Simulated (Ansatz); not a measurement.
Mulliken charges of C₄H₅N (`C#C/N=C\C`) from ωB97M-V/def2-TZVPP in Ansatz (PBE0-D4/def2-TZVP geometry).

```
atom   x (Å)   y (Å)   z (Å)  charge (e)
  C1  -1.288   1.843   1.023      -0.282
  C2  -1.220   0.781   0.458      -0.019
  N3  -1.277  -0.395  -0.163      -0.197
  C4  -0.226  -1.017  -0.528       0.055
  C5   1.182  -0.587  -0.347      -0.262
  H6  -1.347   2.780   1.521       0.258
  H7  -0.396  -1.972  -1.028       0.120
  H8   1.246   0.378   0.155       0.105
  H9   1.728  -1.337   0.233       0.111
 H10   1.680  -0.525  -1.320       0.111
```

Task: By hand: the dipole of these point charges (1 e Å = 4.8032 D).

Result: Σ q r = (0.430, -0.045, -0.039) e Å, of length 0.434 e Å = 2.08 D.

Task: How does the dipole of the full density compare? (Best estimate.)

Result: Ansatz gave: (0.523, -0.140, -0.091) e Å, 2.64 D; the point charges give 0.79 times that, at 10° from its direction.

Point charges leave out the atoms' own dipoles, such as those of lone pairs, and Mulliken's split depends on the basis, so the two needn't agree.
